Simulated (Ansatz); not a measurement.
The first iterations of a band of CH5B + FH (9 atoms, charge 0, multiplicity 1).

All numbers below come from RKS PBE-D4/def2-mTZVP in Ansatz.

| Quantity | Value |
| --- | --- |
| movable images | 5 |
| climbing image | yes |
| spring | 5.0 eV/Å² |
| optimiser | quadratic models (default) |
| start path | through a guess of the saddle point |
| force threshold | 0.05 eV/Å |
| iteration limit | 60 |
| end points | relaxed |

First end point:

```xyz
9
Properties=species:S:1:pos:R:3
B 0.021 0.087 0.282
C 0.040 0.238 1.845
H -0.894 -0.031 2.366
H 0.897 -0.231 2.355
H 0.159 1.326 2.029
H 1.055 0.047 -0.329
H -0.999 0.272 -0.327
F -0.244 -2.143 0.304
H -0.391 -2.182 1.235
```

Last end point:

```xyz
9
Properties=species:S:1:pos:R:3
B -0.045 -0.436 -0.785
C -0.032 -0.133 2.582
H -0.911 0.130 3.182
H 0.860 -0.146 3.220
H 0.103 0.619 1.793
H 1.072 0.011 -0.792
H -1.048 0.227 -0.792
F -0.180 -1.762 -0.789
H -0.177 -1.127 2.141
```

| iteration | highest image above the first end (eV) | largest band force component (eV/Å) |
| --- | --- | --- |
| 1 | 2.707 | 7.594 |
| 2 | 1.702 | 3.343 |
| 3 | 1.177 | 2.353 |
| 4 | 0.676 | 3.597 |
| 5 | 0.647 | 2.564 |

Does the band converge within its limit, and where does its top end?

The run converged. It ended after 16 iterations with the highest image 0.476 eV above the first end. A vibrational analysis at the climbing image gives one clearly imaginary mode, 995i cm⁻¹: a first-order saddle point. The orbitals stay closed-shell, which can raise the energy where a bond breaks towards radicals; this wasn't checked here.

Run time: 2.7 min on 1 thread of Arm Neoverse V1, on a shared host, peak memory 0.14 GiB.
